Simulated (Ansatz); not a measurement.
A made-up structure of AlSiH$_{6}$O (charge +1), closed shell:

O1  (-1.212, 0.774, -1.204)
Al2  (0.147, 1.009, 0.107)
Si3  (0.916, -1.158, 0.929)
H4  (-1.568, -0.070, -1.520)
H5  (1.385, -2.372, 0.360)
H6  (0.233, 2.573, 0.136)
H7  (2.365, -1.247, 0.633)
H8  (0.142, -2.191, 0.195)
H9  (0.633, -1.196, 2.383)
(Å)

It is relaxed with PBE-D4/def2-SVP and then PBE0-D4/def2-TZVP (Ansatz 0.2.0). Atoms count as bonded within 1.22 times the sum of their covalent radii (H–H: 0.88 Å). The end point is not checked to be a true minimum.

Task: Does its bonding change? (A judgement: the text doesn't fix the answer.)

Result: Computed: Yes. Formed: O1–H8; broken: Si3–H8.

Where it ends: The first stage lowers the energy by 3.59 eV in 33 steps. It ends as AlSiH₆O ([OH2][AlH][SiH3]), total charge +1:
| atom | x (Å) | y (Å) | z (Å) |
| --- | --- | --- | --- |
| O1 | -0.9661 | -0.1113 | -1.0841 |
| Al2 | 0.2435 | 0.5913 | 0.2064 |
| Si3 | 1.4544 | -1.2238 | 1.3048 |
| H4 | -1.5449 | 0.4381 | -1.6333 |
| H5 | 0.9529 | -2.4886 | 0.7093 |
| H6 | -0.0353 | 2.1232 | 0.0388 |
| H7 | 2.8942 | -1.0202 | 1.0212 |
| H8 | -1.1035 | -1.0456 | -1.2957 |
| H9 | 1.1450 | -1.1409 | 2.7513 |

Labels in which every atom is bracketed show which atoms are joined, not bond orders.

For scale, one of the runs: PBE0-D4/def2-TZVP relaxation, 141 basis functions, launched by `ansatz run in.yaml --threads 2 --pin off --events-out ev --progress --plain --max-ram 4352MiB`. Hardware: 2 CPU threads of an Arm Neoverse V2, shared host. Wall time about 18 s.
